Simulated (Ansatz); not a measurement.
Program: Ansatz. Geometries: PBE0-D4/def2-TZVP. ΔE: electronic, gas phase. CCSD(T)/CBS is frozen-core, at the limit of the def2 triple- and quadruple-zeta sets. Functionals use def2-TZVPP. HSE06 is defined as in plane-wave codes. Open shells (•) are unrestricted, without spin–orbit coupling. Spin–orbit coupling would lower the free atoms: a little for B, S.

`BS` → B• + 3 H• + S•  (atomization)

`BS`:

```xyz
5

B     0.553   -0.083   -0.153
S    -1.112    0.427   -0.437
H     1.301    0.053   -1.071
H     0.895   -0.533    0.894
H    -1.636    0.136    0.767
```

(1) What is ΔE at CCSD(T)/CBS? (Best estimate.)

(2) What do these levels give: revPBE-D4, HSE06-D4, PBE, HSE06, BHLYP, CCSD/def2-SVP, CCSD/def2-TZVPP, MP2/def2-QZVPP, MP2/CBS(def2), MP2/cc-pV(D+d)Z, CCSD(T)/cc-pV(T+d)Z, CCSD(T)/CBS(cc)? (Best estimate.)

Largest T1 diagnostic among the species: 0.015.

Answers

(1) Computed: +1568.9 kJ/mol.

(2) Computed: revPBE-D4 1564.1, HSE06-D4 1579.6, PBE 1588.3, HSE06 1575.4, BHLYP 1548.1, CCSD/def2-SVP 1481.3, CCSD/def2-TZVPP 1517.4, MP2/def2-QZVPP 1565.1, MP2/CBS(def2) 1579.4, MP2/cc-pV(D+d)Z 1469.7, CCSD(T)/cc-pV(T+d)Z 1532.5, CCSD(T)/CBS(cc) 1570.4 kJ/mol.

In def2-TZVPP, CCSD(T) changes the Hartree–Fock value by +322.3 kJ/mol (the triples alone add +18.8 kJ/mol) and MP2 by +331.4 kJ/mol; breaking electron pairs costs correlation energy, which Hartree–Fock lacks. The D4 term adds +9.0 kJ/mol with B3LYP and +4.5 kJ/mol with PBE0; it sums over pairs of atoms, weighted by their polarisabilities, and B3LYP, whose exchange is more repulsive, gets the larger term.

B3LYP here is the variant with VWN-RPA as its local correlation; programs differ in this.
